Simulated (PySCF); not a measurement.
(CH3)2PPF2, C2H6F2P2.
Bonds: C1–P2, P2–C3, P2–P4, P4–F5, P4–F6. Hydrogens: H7, H8, H9 on C1; H10, H11, H12 on C3.

Torsions of this conformer, `[CH3:1][P:2]([CH3:3])[P:4]([F:5])[F:6]`: C1–P2–P4–F5 72°.

The closed-shell ground state was solved at several levels (PySCF, density fitting, gas phase, non-relativistic). The structure is a single PBE0-D3(BJ)/def2-SVP conformer in the gas phase; no vibrational or solvent corrections.

```tsv
level	basis functions	total energy (Eh)	HOMO (eV)	LUMO (eV)	gap (eV)	dipole (D)
PBE/pcSseg-1	146	-961.6125	-5.64	-1.52	4.12	2.77
BLYP/pcSseg-1	146	-962.1631	-5.49	-1.34	4.15	2.73
OPBE/pcSseg-1	146	-962.0118	-5.63	-1.40	4.23	2.79
LDA/pcSseg-1	146	-957.7089	-5.75	-1.77	3.98	2.92
BP86/pcSseg-1	146	-962.2973	-5.75	-1.61	4.14	2.81
```

(1) What might HF/pcSseg-1 (146 basis functions) give for the same quantities?

(2) Over all these levels, which gives the widest orbital gap and which the narrowest?

(3) How far do the dipole and the HOMO energy spread over the levels?

Answers

(1) Total energy -959.5477 Eh, HOMO -9.36 eV, LUMO 2.82 eV, gap 12.18 eV, dipole 3.39 D.

(2) HF/pcSseg-1 (Hartree–Fock, all exact exchange) has the widest, 12.18 eV, and LDA/pcSseg-1 (LDA) the narrowest, 3.98 eV. From the narrowest to the widest the HOMO moves by -3.61 eV and the LUMO by +4.59 eV.

(3) The dipole runs from 2.73 to 3.39 D (mean 2.90 D) and the HOMO from -9.36 to -5.49 eV.
